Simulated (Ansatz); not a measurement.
**BeH (doublet): from Hartree-Fock to the top rungs, 6-31G**

An exercise on one series of results from a longer session: the logs are not shown, and one member is left open.

Method: 6-31G, core rule «outside noble gas», up to 1 orbitals frozen; program: Ansatz 0.2.0, Gaussian basis.

Plan: UHF; CCSD(T) on ROHF; CCSD(T) on UHF; BCCD(T) on ROHF; CISD; CCSDT on ROHF; CCSDT on UHF; CASSCF and MRCISD+Q, 3 electrons in 5 orbitals; CASSCF and NEVPT4(SD), 3 electrons in 5 orbitals; CASSCF and NEVPT2, 3 electrons in 5 orbitals; Full CI.

45 further runs of the same task are left out: 3 for a known fault of the program, 1 for a mislabelled method, 41 set aside as unsound or not needed.

## What is computed

The geometry is an MP2(full)/6-31G* stationary point (not a proven minimum).

2 atoms, charge 0, spin multiplicity 2.

Atoms are counted from 1 here; the program's logs count them from 0.

Bond lengths: Be1–H2 1.348 Å.

Set-up of the first run:

in.yaml reads:

```yaml
crystal:
  periodic: [false, false, false]
  atoms:
    - {symbol: Be, position_ang: [0.000000, 0.000000, 0.000000]}
    - {symbol: H, position_ang: [0.000000, 0.000000, 1.348270]}
basis:
  gaussian: {orbitals: 6-31G}
magnetization: {spin_polarized: true, initial_magnetization: 1}
hamiltonian: {xc: hf}
output: {orbitals: {seedname: orbitals}}
```

Started as:

```bash
$ ansatz run in.yaml --threads 1 --pin off --events-out ev --progress --plain --max-ram 2502MiB
```

Among the steps run: UHF; CCSD(T) on ROHF; CCSD(T) on UHF; BCCD(T) on ROHF; CISD; CCSDT on ROHF; CCSDT on UHF; CASSCF and MRCISD+Q, 3 electrons in 5 orbitals; CASSCF and NEVPT4(SD), 3 electrons in 5 orbitals; CASSCF and NEVPT2, 3 electrons in 5 orbitals; Full CI.

One of the session's tables, all rows but one given; the rest of the session is left out.

It belongs to the step «Misses and costs». 

```
            method  from FCI (meV)
              ROHF          +683.9
               UHF          +675.3
              RMP2          +251.1
              UMP2          +245.1
              CISD           +16.2
             RCCSD           +15.0
             UCCSD           +13.5
          RCCSD(T)            +6.3
          UCCSD(T)            +5.7
           BCCD(T)            +5.6
            RCCSDT             0.0
            UCCSDT             0.0
    CASSCF valence          +127.4
    NEVPT2 valence           +53.5
NEVPT4(SD) valence           +11.3
    MRCISD valence               ?
  MRCISD+Q valence            +0.2
               FCI               0
```

Q: Estimate the row for MRCISD valence from the others.

As computed: from FCI (meV): +0.7. In the column «from FCI (meV)» it lies between MRCISD+Q valence (+0.2) and BCCD(T) (+5.6).

With the free atoms at the same levels and basis (separate runs), the atomisation energy is 1.547 eV at FCI, 1.541 eV at RCCSD(T), 1.541 eV at UCCSD(T), 2.114 eV at ROHF.

Limits of these values: Levels on UHF freeze UHF's core orbitals, full CI those of ROHF, so the U rows can settle a little off it for that reason alone. Restricted and unrestricted rows rest on different reference determinants; where their highest levels disagree by more than a few hundredths of an eV, they describe different states and don't form one ladder.
